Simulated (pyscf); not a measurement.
F–SiH₂• + NH₃ → H₂N–SiH₂• + HF, a four-centre exchange (doublet surface; F–Si, H–N broken, N–Si, F–H formed). PySCF, gas phase, ωB97X-D3(BJ)/def2-SVP geometries. MP2 and CC: frozen core, UHF for open shells. ΔMP2 is the change of the MP2 total energy from the triple- to the quadruple-zeta basis. Energies in eV from the separated reactants.

Small-basis levels: PySCF, no dispersion term, spherical d functions. AM1 to PM7: differences of heats of formation from MOPAC, which are fitted to 298 K values and so differ in kind from electronic energies by zero-point and thermal terms. Open shells are spin-unrestricted. 

```tsv
level	barrier	reaction energy
HF/STO-3G	1.34	+0.60
PBE/6-31G*	0.59	+1.02
B3LYP/3-21G	-0.04	+0.88
B3LYP/6-31G*	0.93	+1.09
AM1	2.89	+0.29
PM6	1.38	+0.69
PM7	2.32	+0.92
CCSD(T)/def2-TZVPP + ΔMP2(QZVPP)	1.08	+0.72
```

Against the last row the barrier runs from -1.12 (B3LYP/3-21G) to +1.82 eV (AM1); B3LYP/6-31G* happens to lie closest here (0.15 eV apart). At PBE/6-31G*, B3LYP/3-21G, B3LYP/6-31G* this geometry lies under one side, so the entry may be no barrier of that level: it is a single point on another level's saddle. CCSD(T)/def2-TZVPP + ΔMP2(QZVPP) has limits of its own. On the reactant side the descent ends in a complex (not fully relaxed), 0.19 eV under the separated species and 1.12 eV under the saddle at ωB97X-D3(BJ)/def2-TZVP. On the product side the descent ends in a complex, 0.31 eV under the separated species and 0.52 eV under the saddle at ωB97X-D3(BJ)/def2-TZVP. At ωB97X-D3(BJ)/def2-TZVP the barrier from the zero used here is 0.93 eV. This is the saddle that the search found; another between the same sides may lie lower. The CCSD(T) − MP2 part came from Ansatz, without density fitting, on the same reference.
